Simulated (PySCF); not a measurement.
Compound: C₂H₂FO (charge -1).
Atom-mapped SMILES: `[CH2:1]=[C:2]([O-:3])[F:4]` (hydrogens: H5, H6 on C1)

The same species was optimised twice, with GFN2-xTB and with PBE0-D3(BJ)/def2-SVP (PySCF), and the same property calculations (PySCF, gas phase) were run on both structures.

```json
{"coordinate": "C2–F4 (Å)", "GFN2-xTB": "1.506", "PBE0-D3(BJ)/def2-SVP": "1.429", "change": "-0.077"}
{"coordinate": "C1=C2 (Å)", "GFN2-xTB": "1.341", "PBE0-D3(BJ)/def2-SVP": "1.378", "change": "+0.037"}
{"coordinate": "C1–H5 (Å)", "GFN2-xTB": "1.076", "PBE0-D3(BJ)/def2-SVP": "1.091", "change": "+0.015"}
{"coordinate": "C1–H6 (Å)", "GFN2-xTB": "1.078", "PBE0-D3(BJ)/def2-SVP": "1.092", "change": "+0.014"}
{"coordinate": "C2–O3 (Å)", "GFN2-xTB": "1.223", "PBE0-D3(BJ)/def2-SVP": "1.224", "change": "+0.001"}
{"coordinate": "C1–C2–O3 (°)", "GFN2-xTB": "136.6", "PBE0-D3(BJ)/def2-SVP": "134.4", "change": "-2.2"}
{"coordinate": "H5–C1–H6 (°)", "GFN2-xTB": "118.2", "PBE0-D3(BJ)/def2-SVP": "119.9", "change": "+1.7"}
{"coordinate": "O3–C2–F4 (°)", "GFN2-xTB": "113.3", "PBE0-D3(BJ)/def2-SVP": "114.5", "change": "+1.2"}
{"coordinate": "C1–C2–F4 (°)", "GFN2-xTB": "110.0", "PBE0-D3(BJ)/def2-SVP": "111.0", "change": "+1.0"}
{"coordinate": "C2–C1–H6 (°)", "GFN2-xTB": "119.8", "PBE0-D3(BJ)/def2-SVP": "118.9", "change": "-0.9"}
{"coordinate": "C2–C1–H5 (°)", "GFN2-xTB": "122.0", "PBE0-D3(BJ)/def2-SVP": "121.2", "change": "-0.8"}
```

Rotational constants: A = 11039, B = 10413, C = 5359 MHz (GFN2-xTB) against A = 11096, B = 10744, C = 5459 MHz (PBE0-D3(BJ)/def2-SVP). Point groups within 0.08 Å: Cs and Cs.

On the GFN2-xTB structure: HOMO (eV) 0.09 [PBE0/pcSseg-1]; LUMO (eV) 7.31 [PBE0/pcSseg-1]; GIAO shielding of C1 (ppm) 163.1 [PBE0/pcSseg-1]; GIAO shielding of C2 (ppm) 14.4 [PBE0/pcSseg-1]; GIAO shielding of O3 (ppm) 82.4 [PBE0/pcSseg-1]; GIAO shielding of F4 (ppm) 185.4 [PBE0/pcSseg-1].

Problem. What do these properties become on the PBE0-D3(BJ)/def2-SVP structure?

Solution. 
```tsv
property	level	on GFN2-xTB	on PBE0-D3(BJ)/def2-SVP	change
HOMO (eV)	PBE0/pcSseg-1	0.09	0.31	+0.22
LUMO (eV)	PBE0/pcSseg-1	7.31	7.36	+0.05
energy, GFN2-xTB geometry as zero (kcal/mol)	PBE0/pcSseg-1	0.0	-0.9	-0.9
GIAO shielding of C1 (ppm)	PBE0/pcSseg-1	163.1	159.6	-3.5
GIAO shielding of C2 (ppm)	PBE0/pcSseg-1	14.4	14.7	+0.3
GIAO shielding of O3 (ppm)	PBE0/pcSseg-1	82.4	78.9	-3.5
GIAO shielding of F4 (ppm)	PBE0/pcSseg-1	185.4	202.8	+17.4
```

The heavy atoms differ by 0.030 Å rms after alignment. Among all bonds C2–F4 changes most (-0.077 Å). Changes are differences of the printed values. Neither structure is proved a minimum here. Isolated species at its PBE0-D3(BJ)/def2-SVP geometry, gas phase.
